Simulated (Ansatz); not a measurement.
# CH₄AlF: a ladder of functionals and wavefunction methods

Aim: compute CH₄AlF with functionals from several rungs and with coupled cluster. The yardstick is the atomisation energy at the CCSD(T) limit.

The runs use Ansatz 0.2.0, Gaussian basis; functionals in def2-TZVPP, the program's frozen cores in correlated methods.

The runs, in order: LDA (SPW92), PBE-D4, revPBE-D4, BLYP-D4, r2SCAN-D4, B97M-V, PBE0-D4, B3LYP-D4, r2SCANh-D4, r2SCAN0-D4, HSE06-D4, BHLYP-D4, CAM-B3LYP-D4, LC-ωPBE, ωB97X-V, ωB97M-V, B2PLYP, PBE-QIDH; CCSD(T)/def2-SVP; CCSD(T)/def2-TZVPP; MP2/def2-QZVPP; extrapolation to the limit; RPA on PBE.

**1. Structure used throughout**

An earlier PBE0-D4 in a triple-zeta def2 set relaxation fixed the geometry.

SMILES `F[CH2][AlH2]`, 7 atoms, charge 0, spin multiplicity 1.

Atoms are counted from 1 here; the program's logs count them from 0.

Bond lengths: F1–C2 1.398 Å, C2–Al3 1.981 Å, C2–H4 1.099 Å, C2–H5 1.099 Å, Al3–H6 1.583 Å, Al3–H7 1.589 Å. Angles: F1–C2–Al3 112.4°, F1–C2–H4 107.7°, F1–C2–H5 107.7°, Al3–C2–H4 111.6°, Al3–C2–H5 111.6°, H4–C2–H5 105.5°, C2–Al3–H6 121.0°, C2–Al3–H7 117.1°, H6–Al3–H7 121.9°.

Coordinates:

```xyz
7
charge 0, multiplicity 1
F    -1.7439    0.3160   -0.6504
C    -0.6060   -0.4668   -0.4343
Al    0.8161    0.5187    0.5298
H    -0.2572   -0.8266   -1.4121
H    -0.9182   -1.3660    0.1147
H     0.6070    2.0235    0.9746
H     2.1635   -0.2669    0.8320
```

**2. LDA**

This LDA is Slater exchange with PW92 correlation.

The input, in.yaml:

```yaml
crystal:
  periodic: [false, false, false]
  atoms:
    - {symbol: F, position_ang: [-1.743907, 0.315967, -0.650387]}
    - {symbol: C, position_ang: [-0.605982, -0.466850, -0.434289]}
    - {symbol: Al, position_ang: [0.816065, 0.518738, 0.529751]}
    - {symbol: H, position_ang: [-0.257224, -0.826606, -1.412127]}
    - {symbol: H, position_ang: [-0.918230, -1.365959, 0.114688]}
    - {symbol: H, position_ang: [0.606993, 2.023542, 0.974641]}
    - {symbol: H, position_ang: [2.163485, -0.266934, 0.832024]}
basis:
  gaussian: {orbitals: def2-TZVPP}
hamiltonian: {xc: lda}
output: {orbitals: {seedname: orbitals}}
```

Run with:

```sh
$ ansatz run in.yaml --threads 2 --pin off --events-out ev --progress --plain --max-ram 4352MiB
```

Further steps of the session: PBE-D4 (GGA); revPBE-D4 (GGA); BLYP-D4 (GGA); r2SCAN-D4 (meta-GGA); B97M-V (meta-GGA); B3LYP-D4 (hybrid); r2SCANh-D4 (hybrid); r2SCAN0-D4 (hybrid); HSE06-D4 (hybrid); BHLYP-D4 (hybrid); CAM-B3LYP-D4 (range-separated); LC-ωPBE (range-separated); ωB97X-V (range-separated); ωB97M-V (range-separated); B2PLYP (double hybrid); PBE-QIDH (double hybrid); CCSD(T) in def2-SVP; CCSD(T) in def2-TZVPP; MP2 in def2-QZVPP; RPA on PBE orbitals.

Before running them: what should the planned runs give, taken together? Wanted: atomisation energy, CCSD(T)/CBS; farthest beyond LDA; mean size of error, GGA; mean size of error, meta-GGA; mean size of error, hybrid; mean size of error, range-separated; mean size of error, double hybrid; gap, smallest and largest; T1 diagnostic.

The runs gave:

| quantity | value |
| --- | --- |
| atomisation energy, CCSD(T)/CBS | 517.6 kcal/mol |
| functionals within 2.6 kcal/mol (0.5 %) | BLYP-D4, r2SCAN-D4, B3LYP-D4, CAM-B3LYP-D4, LC-ωPBE, ωB97X-V, ωB97M-V |
| farthest beyond LDA | BHLYP-D4 (-15.3 kcal/mol) |
| mean size of error, GGA | 4.7 kcal/mol |
| mean size of error, meta-GGA | 2.7 kcal/mol |
| mean size of error, hybrid | 6.5 kcal/mol |
| mean size of error, range-separated | 1.6 kcal/mol |
| mean size of error, double hybrid | 7.2 kcal/mol |
| gap, smallest and largest | 3.92 eV (LDA (SPW92)), 11.03 eV (LC-ωPBE) |
| T1 diagnostic | 0.0107 |
| triples share of the correlation energy | 2.9 % |

**Reading.** LDA overbinds by 68.2 kcal/mol (13 %). PBE-D4 misses by +3.5 kcal/mol. Double hybrids carry the basis error of their MP2 part in triple zeta, and no dispersion term here, so their miss is partly the set-up's. Taken by rung, range-separated functionals do best (1.6 kcal/mol on average) and double hybrid ones worst beyond LDA (7.2 kcal/mol). The gap between the best rungs is small, so their order is not settled. Misses under about 2.6 kcal/mol are within the doubt on the reference itself, which lacks core-valence correlation, relativity and higher excitations. Hartree-Fock recovers 74 % of the binding; the rest is correlation. CCSD(T) in def2-SVP is off by -28.5 kcal/mol, which most functionals beat. Orbital gaps span 3.9 to 11.0 eV; exact exchange widens them.
